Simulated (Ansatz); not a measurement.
# H4O2Si: rotation by 120° about the Si2–O3 bond, part 2 of 2

Aim: the minimum-energy path and barrier of the rotation by 120° about the Si2–O3 bond. The ends are relaxed first, then joined by a nudged elastic band. SMILES of the start: O[SiH2]O.

Ansatz 0.2.0; RKS B3LYP-D4/def2-SVP.

### Step 8. The band again, with other settings

crystal.atoms is end A as relaxed above, and neb.final_atoms is end B, turned to lie on A. With 5 inner images the band has 7 in all.

input.yaml reads:

```yaml
crystal:
  periodic: [false, false, false]
  atoms:
    - { symbol: O, position_ang: [-1.429753, -0.133901, 0.270618] }
    - { symbol: Si, position_ang: [0.121415, 0.414769, 0.014857] }
    - { symbol: O, position_ang: [1.197631, -0.807662, -0.330265] }
    - { symbol: H, position_ang: [-1.882901, -0.52445, -0.486611] }
    - { symbol: H, position_ang: [0.197408, 1.306801, -1.170938] }
    - { symbol: H, position_ang: [0.47153, 1.112347, 1.279177] }
    - { symbol: H, position_ang: [1.385971, -1.436004, 0.377462] }
basis:
  gaussian: { orbitals: def2-SVP }
hamiltonian:
  xc: b3lyp
  dispersion: d4
neb:
  order_check: false
  images: 5
  f_tol: 0.05
  max_iterations: 60
  initial_path: idpp
  optimiser: lbfgs
  climbing: true
  final_atoms:
    - { symbol: O, position_ang: [-1.47189531, -0.07837953, 0.27691044] }
    - { symbol: Si, position_ang: [0.11573694, 0.40114808, 0.14777446] }
    - { symbol: O, position_ang: [1.211456, -0.83652814, 0.33820743] }
    - { symbol: H, position_ang: [-1.87704814, -0.52840906, -0.47285977] }
    - { symbol: H, position_ang: [0.3327946, 1.0416338, -1.18766018] }
    - { symbol: H, position_ang: [0.34480968, 1.32820208, 1.27415012] }
    - { symbol: H, position_ang: [1.40544723, -1.39576723, -0.42222249] }
```

Command:

```bash
$ ansatz run input.yaml --threads 1 --pin off --max-ram 2048MiB --backend cpu --events-out ev --progress --plain --runs-dir out
```

The program printed (excerpt; [...] marks lines left out):

```text
Warning: RAYON_NUM_THREADS=1 ignored (pool sized by the plan → 1); use --threads N
[...]
Functional definition: B3LYP
[...]
670 factors; integrals over basis functions are off by at most 4.0e-4 eV
[...]
mean field -12033.81149116 eV, -442.2344154896 hartree, gradient 3.8e-5 eV, S^2 0.000000; 0 other end points of the search recorded, 0 dependent functions left out
[...]
reference -12033.81169425 eV, -442.2344229532 hartree; 17, 17 occupied and 49, 49 virtual orbitals, 670 factors
670 factors; integrals over basis functions are off by at most 4.6e-4 eV
[...]
mean field -12033.74899105 eV, -442.2321186529 hartree, gradient 4.6e-5 eV, S^2 0.000000; 0 other end points of the search recorded, 0 dependent functions left out
[...]
reference -12033.74919363 eV, -442.2321260979 hartree; 17, 17 occupied and 49, 49 virtual orbitals, 670 factors
[...]
NEB iter  24: max|band force component| = 4.106e-2 eV/Å  barrier→ = 0.0881 eV  barrier← = 0.0254 eV  CI = image 3  Δτ_max = 0.0000 Å  (201 SCF iters)
Total energy: -12033.87492906 eV, -442.2367467895 hartree
Atom 0 at    -1.322586    -0.283613     0.319352 Å, force     0.041483    -0.001989     0.008190 eV/Å
Atom 1 at     0.155126     0.447431     0.068734 Å, force    -0.003719     0.001133     0.003751 eV/Å
Atom 2 at     1.391128    -0.666162     0.033103 Å, force    -0.015939     0.016924    -0.003258 eV/Å
Atom 3 at    -1.849455    -0.532043    -0.447638 Å, force     0.012234     0.009185    -0.031659 eV/Å
Atom 4 at     0.142033     1.204919    -1.219201 Å, force    -0.028498    -0.018563     0.017495 eV/Å
Atom 5 at     0.386274     1.361457     1.212526 Å, force     0.013226    -0.007036    -0.006988 eV/Å
Atom 6 at     1.158781    -1.600088    -0.012577 Å, force    -0.018786     0.000346     0.012469 eV/Å
Dipole moment:    -0.251414    -0.267501    -0.291865 e Å
this run last wrote the band of iteration 24 to <dir>
```

Run time: 3.2 min. Hardware: 1 thread of Arm Neoverse V1, shared host; peak memory 0.12 GiB.

### Step 9. Images and barrier

Images 0 and 6 are the ends. Energies count from image 0; the path length is the program's own measure over all atoms.

| image | path (Å) | energy (eV) | dihedral O1–Si2–O3–H7 (°) | band force (eV/Å) |
| --- | --- | --- | --- | --- |
| 0 | 0.000 | 0.0000 | -67 | - |
| 1 | 0.263 | 0.0191 | -43 | 0.041 |
| 2 | 0.525 | 0.0641 | -17 | 0.031 |
| 3* | 0.787 | 0.0881 | 11 | 0.040 |
| 4 | 1.042 | 0.0785 | 37 | 0.030 |
| 5 | 1.299 | 0.0664 | 61 | 0.031 |
| 6 | 1.559 | 0.0627 | 82 | - |

The star marks the climbing image.

image, energy (eV) and a bar:
```
        0      0.000 
        1      0.019 ######
        2      0.064 ######################
        3      0.088 ##############################
        4      0.078 ###########################
        5      0.066 #######################
        6      0.063 #####################
```

### Step 10. Another band, settings changed

crystal.atoms is end A as relaxed above, and neb.final_atoms is end B, turned to lie on A. With 5 inner images the band has 7 in all.

input.yaml: that of step 8 with these lines changed.

```diff
@@ -18,7 +18,5 @@
   images: 5
-  f_tol: 0.05
+  f_tol: 0.2
   max_iterations: 60
   initial_path: idpp
-  optimiser: lbfgs
-  climbing: true
   final_atoms:
```

Command:

```bash
$ ansatz run input.yaml --threads 1 --pin off --max-ram 2048MiB --backend cpu --events-out ev --progress --plain --runs-dir out
```

The program printed (excerpt; [...] marks lines left out):

```text
Warning: RAYON_NUM_THREADS=1 ignored (pool sized by the plan → 1); use --threads N
[...]
Functional definition: B3LYP
[...]
670 factors; integrals over basis functions are off by at most 4.0e-4 eV
[...]
mean field -12033.81149116 eV, -442.2344154896 hartree, gradient 3.8e-5 eV, S^2 0.000000; 0 other end points of the search recorded, 0 dependent functions left out
[...]
reference -12033.81169425 eV, -442.2344229532 hartree; 17, 17 occupied and 49, 49 virtual orbitals, 670 factors
670 factors; integrals over basis functions are off by at most 4.6e-4 eV
[...]
mean field -12033.74899105 eV, -442.2321186529 hartree, gradient 4.6e-5 eV, S^2 0.000000; 0 other end points of the search recorded, 0 dependent functions left out
[...]
reference -12033.74919363 eV, -442.2321260979 hartree; 17, 17 occupied and 49, 49 virtual orbitals, 670 factors
[...]
mean field -12033.71108312 eV, -442.2307255622 hartree, gradient 5.1e-5 eV, S^2 0.000000; 0 other end points of the search recorded, 0 dependent functions left out
[...]
reference -12033.71128782 eV, -442.2307330849 hartree; 17, 17 occupied and 49, 49 virtual orbitals, 670 factors
NEB iter   1: max|band force component| = 5.647e-1 eV/Å  barrier→ = 0.2214 eV  barrier← = 0.1587 eV  Δτ_max = 0.0608 Å  (152 SCF iters)
[...]
NEB iter   2: max|band force component| = 4.305e-1 eV/Å  barrier→ = 0.1768 eV  barrier← = 0.1141 eV  CI = image 3  Δτ_max = 0.0496 Å  (116 SCF iters)
[...]
NEB iter   3: max|band force component| = 4.726e-1 eV/Å  barrier→ = 0.1597 eV  barrier← = 0.0970 eV  CI = image 3  Δτ_max = 0.0250 Å  (116 SCF iters)
[...]
670 factors; integrals over basis functions are off by at most 3.7e-4 eV
mean field -12033.78843752 eV, -442.2335682841 hartree, gradient 9.2e-6 eV, S^2 0.000000; 0 other end points of the search recorded, 0 dependent functions left out
[...]
reference -12033.78864216 eV, -442.2335758047 hartree; 17, 17 occupied and 49, 49 virtual orbitals, 670 factors
```

### Step 11. More of the same log: band between the two ends

Output, continued (excerpt; [...] marks lines left out):

```text
[...]
670 factors; integrals over basis functions are off by at most 3.9e-4 eV
mean field -12033.71622335 eV, -442.2309144621 hartree, gradient 9.7e-6 eV, S^2 0.000000; 0 other end points of the search recorded, 0 dependent functions left out
[...]
reference -12033.71642886 eV, -442.2309220148 hartree; 17, 17 occupied and 49, 49 virtual orbitals, 670 factors
[...]
670 factors; integrals over basis functions are off by at most 4.0e-4 eV
mean field -12033.66303091 eV, -442.2289596760 hartree, gradient 2.1e-5 eV, S^2 0.000000; 0 other end points of the search recorded, 0 dependent functions left out
[...]
reference -12033.66323606 eV, -442.2289672154 hartree; 17, 17 occupied and 49, 49 virtual orbitals, 670 factors
[...]
670 factors; integrals over basis functions are off by at most 4.2e-4 eV
[...]
NEB iter   6: max|band force component| = 1.617e-1 eV/Å  barrier→ = 0.0917 eV  barrier← = 0.0290 eV  CI = image 3  Δτ_max = 0.0000 Å  (234 SCF iters)
Total energy: -12033.87131836 eV, -442.2366140988 hartree
Atom 0 at    -1.342611    -0.251036     0.321765 Å, force     0.044619    -0.018088    -0.010841 eV/Å
Atom 1 at     0.149158     0.450254     0.068541 Å, force    -0.079065     0.009275     0.039562 eV/Å
Atom 2 at     1.370745    -0.671978     0.029326 Å, force     0.145612     0.083248    -0.022570 eV/Å
Atom 3 at    -1.830745    -0.551915    -0.452584 Å, force    -0.016095     0.007050    -0.012162 eV/Å
Atom 4 at     0.137673     1.211938    -1.215201 Å, force     0.003868    -0.019700    -0.011823 eV/Å
Atom 5 at     0.394620     1.357834     1.212892 Å, force     0.005774     0.006877     0.009339 eV/Å
Atom 6 at     1.182460    -1.613198    -0.010439 Å, force    -0.104714    -0.068662     0.008495 eV/Å
Dipole moment:    -0.215905    -0.299073    -0.291681 e Å
this run last wrote the band of iteration 6 to <dir>
```

Wall time 58 s (1 thread of Arm Neoverse V1, shared host); peak memory 0.12 GiB.

### Step 12. Images and barrier

Images 0 and 6 are the ends. Energies count from image 0; the path length is the program's own measure over all atoms.

| image | path (Å) | energy (eV) | dihedral O1–Si2–O3–H7 (°) | band force (eV/Å) |
| --- | --- | --- | --- | --- |
| 0 | 0.000 | 0.0000 | -67 | - |
| 1 | 0.262 | 0.0167 | -44 | 0.024 |
| 2 | 0.524 | 0.0623 | -17 | 0.116 |
| 3* | 0.785 | 0.0917 | 11 | 0.147 |
| 4 | 1.055 | 0.0787 | 37 | 0.162 |
| 5 | 1.325 | 0.0657 | 61 | 0.047 |
| 6 | 1.595 | 0.0627 | 82 | - |

The star marks the climbing image.

image, energy (eV) and a bar:
```
        0      0.000 
        1      0.017 #####
        2      0.062 ####################
        3      0.092 ##############################
        4      0.079 ##########################
        5      0.066 #####################
        6      0.063 #####################
```

### Step 13. What came out

The summary covers parts 1 to 2.

| quantity | value |
| --- | --- |
| end A | 5 moves, 0.183 eV lower |
| end B | 15 moves, 0.135 eV lower |
| first band: barrier forwards | 0.087 eV |
| first band: barrier backwards | 0.024 eV |
| first band: second end relative to first | +0.063 eV |
| first band: highest image | 3 of 0 to 6, climbing |
| first band: band iterations | 9 |
| imaginary modes at the top | 251i cm⁻¹ |
| second band | top 0.088 eV above image 0, 24 iterations, 5 inner images |
| time, first and second band | 83 s and 3.2 min |
| third band | top 0.092 eV above image 0, 6 iterations, 5 inner images |
| time, first and third band | 83 s and 58 s |

In words: In the first band: the barrier from the first end is 0.087 eV, 3 times kT at 300 K; with a typical attempt rate of 10^13 per second that is roughly 10^12 events a second. The second end lies 0.063 eV above the first, so the way back costs 0.024 eV. The listed dihedral goes from -67° at end A through 12° at the highest image to 82° at end B; the relaxed ends differ by 149° in it rather than the 120° set up, and other torsions can move along the band as well. One imaginary mode, as a first-order saddle point has. The second band's top lies 1 meV above the first's, so the changed settings hardly move the height. The third band's top lies 4 meV above the first's, so the changed settings hardly move the height. These are electronic energies, with no zero-point or thermal terms.
